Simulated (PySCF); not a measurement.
# Ionisation of 1,2-dimethylhydrazine

System: 1,2-dimethylhydrazine, `CNNC` (C2H8N2). Coordinates in Å; atoms count from 1 in this order:
```
C     1.3754   -0.5244    0.1847
N     0.7823    0.7921    0.2260
N    -0.5983    0.8817    0.3917
C    -1.4327   -0.0007   -0.3904
H     1.0325   -1.1855   -0.6385
H     2.4666   -0.4148    0.0914
H     1.1813   -1.0511    1.1343
H     1.0546    1.3501   -0.5791
H    -0.8163    0.8211    1.3829
H    -1.2834   -1.0874   -0.2190
H    -2.4870    0.2290   -0.1732
H    -1.2727    0.1894   -1.4651
```

These are calculated values, ωB97X-D3(BJ)/ma-def2-TZVP in PySCF (grid level 2) at geometries from PBE0-D3(BJ)/def2-SVP. The prefix ma- adds one diffuse s and one diffuse p function on all atoms but H. Thermal corrections: PBE0-D3(BJ)/def2-SVP frequencies, unscaled, ideal gas at 298.15 K and 1 bar, quasi-RRHO entropy.

Frontier levels of the parent: HOMO -8.96 eV, LUMO 1.14 eV.

Oxidation to the radical cation:
* Vertical ionisation energy (electronic): 8.87 eV
* Adiabatic ionisation energy (with zero-point energy): 7.08 eV
* Adiabatic, electronic part: 7.09 eV
* Vertical gap at the product's structure: 5.86 eV
* Inner reorganisation energy (four-point): 3011 meV
* Relaxation of product / of parent: 1775 / 1236 meV
* ⟨S²⟩ of the product: 0.754
* Largest spin populations: N3 0.49, N2 0.49
* Largest changes of atomic charge: N2 0.25, N3 0.25, H (on C4) 0.10, H (on C1) 0.09
* Distances that move most (Å): N2–N3 1.393 → 1.311; C4–H 1.110 → 1.097; C1–H 1.110 → 1.103
* Potential in DMF: 4.57 V absolute, 0.03 V against Fc+/Fc computed at 4.54 V (solvation -21 → -258 kJ/mol)

Solvents are IEF-PCM continua (electrostatics only, gas-phase structures); absolute potentials refer to an electron at rest in vacuum. Fc+/Fc in DMF, 4.54 V, is ωB97X-D3(BJ)/ma-def2-TZVP on PBE0-D3(BJ)/def2-SVP structures with GFN2-xTB thermal terms. Benchmark calculations put it near 5.0 V in acetonitrile and DMSO, so it is about 0.5 V low, and the value against it can read up to that much too high.

Measured values (NIST Chemistry WebBook, evaluated or the median of agreeing entries): vertical ionisation energy 9.01 eV (computed 8.87, difference -0.14).

Structures, frequencies and single points took 6.8 min of wall time on 1 thread of Arm Neoverse V1 (shared host), launched as `OMP_NUM_THREADS=1 python redox_run.py task.json out`.
